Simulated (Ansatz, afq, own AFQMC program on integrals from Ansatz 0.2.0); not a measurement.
Two steps: Ansatz 0.2.0 writes the Fock matrix and Cholesky factors of the valence space, and afq projects on them the lowest state that overlaps trial and start.

```yaml
crystal:
  periodic: [false, false, false]
  atoms:
    - {symbol: C, position_ang: [0.000000, -0.102916, 0.000000]}
    - {symbol: H, position_ang: [0.000000, 0.613177, -0.867919]}
    - {symbol: H, position_ang: [0.000000, 0.613177, 0.867919]}
basis:
  gaussian: {orbitals: aug-cc-pVDZ}
total_charge: -1
magnetization: {spin_polarized: true, initial_magnetization: 1}
correlation: {method: ccsd_t, electrons: outside_noble_gas, hamiltonian_folder: ham}
```

```sh
$ ansatz run in.yaml --threads 1 --pin off --events-out ev --progress --plain --max-ram 1382MiB
```

afq runs on the folder ham with

```
--method phaseless --trial hf --walkers 120 --populations 1 --least-time 40 --time-step 0.005 --steps-per-block 20 --equilibration-blocks 112 --max-blocks 600 --target-error 0.0009600 --factor-cut 1e-05 --start spin_pure --seed 90 --taylor-order 6
```

Times are imaginary, in 1/Eh. The walk had a cap of 1149 s.

afq prints:

```
orbitals 40  electrons 4 3  factors 309 of 408
reference energy -38.89207603 Eh
CCSD correlation -0.16681017 Eh in 15 cycles, weight of the determinant in the CISD state 0.9113
energy of the start -38.892338 Eh
 block  time / (1/Eh)  mean weight  energy / Eh
     1     0.100  1.0003  -38.926479
     2     0.200  1.0016  -38.954492
     3     0.300  1.0021  -38.973073
     4     0.400  1.0012  -38.991107
     5     0.500  1.0002  -39.009527
    10     1.000  0.9982  -39.034078
    86     8.600  0.9984  -39.078836
   171    17.100  1.0004  -39.046867
   188    18.800  0.9988  -39.092056
   256    25.600  0.9991  -39.066586
   341    34.100  1.0001  -39.044950
   426    42.600  0.9998  -39.050219
   511    51.100  1.0019  -39.084475
   596    59.600  1.0003  -39.072035
   647    64.700  1.0000  -39.035120
   681    68.100  0.9997  -39.064591
   698    69.800  1.0006  -39.073708
blocks merged  error / Eh  count
     1  0.000697  600
     2  0.000947  300
     4  0.001257  150
     8  0.001641  75
    16  0.001770  37
    32  0.001952  18
    64  0.001635  9
energy -39.067344 +/- 0.001952 Eh
(rows thinned)
```

The run passed its tests (sampling time, drift between the halves within three errors, error under three times the target), which doesn't prove that it has relaxed.

Against this walk (error 53.1 meV) on the same determinant: CCSD(T) 72.0 meV higher (within the noise), CCSDT(Q) 39.8 meV higher (within the noise), a separate phaseless walk with a CISD trial and standard settings 56.5 ± 53.8 meV higher (within the noise). The error is statistical and leaves out the bias of the constraint.

Cautions: constraint bias not in the error; error above the target (53.1 against 26.1 meV).

The walk took 7 min on 1 thread of Arm Neoverse N1, on a shared host. The log's last line is the phaseless energy.

CCSDT and higher add their correlation energy to the determinant of the CCSD(T) run, since their own runs factorise the integrals more tightly (a shift of under 2 meV). A walk keeps the symmetry of its determinant, which the program's search chose and which needn't be the lowest solution, so a lower state of the same spin and another symmetry isn't excluded.
